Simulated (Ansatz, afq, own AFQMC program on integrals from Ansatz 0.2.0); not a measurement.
**CH$_{4}$Ge, singlet → CH₄Ge, triplet**

```xyz
6

Ge    0.0000   -0.0285    0.3488
C     0.0000    0.0248   -1.6402
H     0.0000    1.5666    0.4808
H     0.0000   -0.9687   -2.0883
H     0.8762    0.5814   -1.9908
H    -0.8762    0.5814   -1.9908
```

Connectivity, by distances: GeH–CH3.

E(triplet, charge +0) − E(singlet, charge +0) at this geometry, on UHF and UHF determinants.

Basis cc-pVTZ. Only valence electrons are correlated. Integrals, coupled cluster, full CI and functionals: Ansatz 0.2.0; the random walks run on the same integrals in our own AFQMC program. The CISD trial takes its coefficients from CCSD amplitudes. Released means that phaseless walkers are propagated on without the constraint, phases kept. Error bars are statistical, one sigma. No spin–orbit coupling. The errors of all members are added in quadrature.

No full CI on the walks' own integrals is used here. The released AFQMC energy serves as the reference, which it does only where one determinant dominates, the energy is flat over the last release times and near the phaseless one (40 meV or 2 meV an electron, half that with transition metals). On small molecules, where full CI could be run and the noise was under 10 meV, such values lay within 10 meV of it in 19 cases of 20, a flattering rate, since the rule was set on those same cases; what remains of the bias isn't in the error bar. Each member takes its own surest rung, up to full CI.

Errors are counted within cc-pVTZ, not against nature.

Cautions: inner d shell frozen; no relativity below Rb; no spin-orbit coupling; CH₄Ge (singlet): an unrestricted solution with more broken spin lies lower, while this determinant keeps restricted orbitals, the ph-AFQMC/HF walk drifts between its halves (2.2 errors), the released value is read at 2.40 1/Eh (meV from the phaseless value at times in 1/Eh: -5 ± 6 at 0.24, -10 ± 4 at 0.51, -21 ± 4 at 0.99, -10 ± 5 at 1.62, -9 ± 8 at 2.40); CH₄Ge (triplet): another spin lies lower, the released value is read at 2.40 1/Eh (meV from the phaseless value at times in 1/Eh: -6 ± 6 at 0.24, -3 ± 3 at 0.51, -13 ± 3 at 0.99, -17 ± 5 at 1.62, -5 ± 9 at 2.40).

| level | vertical spin gap (kcal/mol) |
| --- | --- |
| HF | 20.0 |
| MP2 | 30.8 |

Task: From these cheaper values, estimate the vertical spin gap at the reference level in cc-pVTZ.

Result: 33.0 ± 0.3 kcal/mol (AFQMC with the constraint released in cc-pVTZ).

```csv
level,vertical spin gap (kcal/mol),error against released AFQMC (kcal/mol)
CCSD,32.7,-0.3 ± 0.3
CCSD(T),32.9,-0.1 ± 0.3
ph-AFQMC/CISD,33.0 ± 0.2,-0.1 ± 0.3
```

Correlation beyond CCSD(T) changes it by less than twice the noise. The perturbative (T) step is worth +0.2 kcal/mol.

A walk keeps the symmetry of its determinant, which the program's search chose and which needn't be the lowest solution, so a lower state of the same spin and another symmetry isn't excluded. Released energies are given only where the last usable release times agree within the noise; a slower fall can still hide under it.
